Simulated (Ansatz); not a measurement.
Ideal-gas functions of C$_{3}$H$_{3}$FS (`FC1C=C1S`) at 400 K and 1 bar, from an Ansatz frequency run at PBE0-D4/def2-TZVP.

Molar mass 90.12 g/mol, point group C1 (symmetry number 1), electronic degeneracy 1, moments of inertia 50.51, 210.047, 245.469 u Å². Harmonic wavenumbers (cm⁻¹, unscaled): 171, 221, 326, 481, 527, 634, 750, 942, 960, 988, 1065, 1086, 1262, 1349, 1766, 2707, 3135, 3301.

Use S(trans) = R[1.5 ln M + 2.5 ln T − 1.1517]; rotational temperatures θ = 24.2544 K / I; S(rot) = R[ln(√π/σ · √(T³/θAθBθC)) + 1.5]; for each mode x = 1.438777 ν̃/T, S = R[x/(eˣ − 1) − ln(1 − e⁻ˣ)] and H = RT x/(eˣ − 1); 1 cm⁻¹ = 0.0119627 kJ/mol; R = 8.31446 J/(mol·K).

Q: By hand: the entropy, in J/(mol·K).

A: Translation 171.1. Rotation: θ = 0.4802, 0.1155, 0.0988 K, giving 113.6. Vibration, mode by mode: 12.49, 10.44, 7.45, 4.72, 4.14, 3.06, 2.20, 1.27, 1.21, 1.11, 0.89, 0.84, 0.50, 0.38, 0.11, 0.01, 0.00, 0.00, in all 50.8. Electronic 0.0. Sum 335.5 J/(mol·K).

Q: By hand: H − E and G − E in kJ/mol, counted from the electronic energy.

A: Zero-point energy ½ × 21671 × 0.0119627 = 129.6; thermal vibration 12.2; translation, rotation and pV give 4 RT = 13.3. H − E = 155.1 kJ/mol, and G − E = 155.1 − 400 × 335.5/1000 = 20.9 kJ/mol.

Vibration gives 15 % of the entropy. The sum counts one conformer and one mirror image; others add a mixing term.
